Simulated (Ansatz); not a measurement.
Abridged output of a molecular run in Ansatz:

```
Functional definition: HF
1090 factors; integrals over basis functions are off by at most 1.2e-3 eV
mean field evaluation 1: about -2841.4586 eV, gradient 3.4e1 eV
mean field evaluation 2: about -2841.4600 eV, gradient 3.4e1 eV
mean field evaluation 4: about -2844.4931 eV, gradient 2.7e0 eV
mean field evaluation 8: about -2844.5290 eV, gradient 6.8e-2 eV
mean field evaluation 16: about -2844.5280 eV, gradient 3.4e-1 eV
mean field -2844.52901031 eV, -104.5345130380 hartree, gradient 2.3e-6 eV, S^2 0.000000; 0 other end points of the search recorded, 0 dependent functions left out
3 core orbitals not correlated: weight in the atoms' cores, before any rotation towards them, 1.000 or more for the frozen orbitals, at most 0.000 for the correlated occupied ones
reference -2844.52901031 eV, -104.5345130380 hartree; 9, 9 occupied and 179, 179 virtual orbitals, 1090 factors
second order -12.59456205 eV of doubles, -0.00000000 eV of singles
cycle   1  -13.37797793 eV  change   -7.8e-1 eV  update   6.8e-2
cycle   2  -13.70141940 eV  change   -3.2e-1 eV  update   1.9e-2
cycle   3  -13.73957005 eV  change   -3.8e-2 eV  update   6.9e-3
cycle   4  -13.73708635 eV  change    2.5e-3 eV  update   1.7e-3
cycle   5  -13.73676847 eV  change    3.2e-4 eV  update   6.1e-4
cycle   6  -13.73666436 eV  change    1.0e-4 eV  update   1.8e-4
cycle   7  -13.73663278 eV  change    3.2e-5 eV  update   4.9e-5
cycle   8  -13.73663242 eV  change    3.6e-7 eV  update   1.6e-5
perturbative correction -0.48003470 eV, -0.0176409499 hartree
Total energy: -2858.74567743 eV, -105.0569659182 hartree
```

Its atoms:

```xyz
10

C     0.388   -0.409    1.261
B     0.509    0.197   -0.169
C    -0.686    0.295   -1.163
H     0.350    0.454    1.945
H     1.268   -0.979    1.572
H    -0.516   -0.995    1.441
H     1.583    0.609   -0.524
H    -0.675    1.200   -1.777
H    -1.673    0.163   -0.714
H    -0.546   -0.535   -1.873
```

Q: Which basis set was used?
A. def2-TZVPPD
B. def2-TZVPP
C. cc-pV(D+d)Z
D. def2-SVP

A: B. It gives 191 functions.

Q: Write the keys of the input that set method, charge and spin (a neutral closed shell needs none for the last two).

A: 
```yaml
correlation: {method: ccsd_t}
```
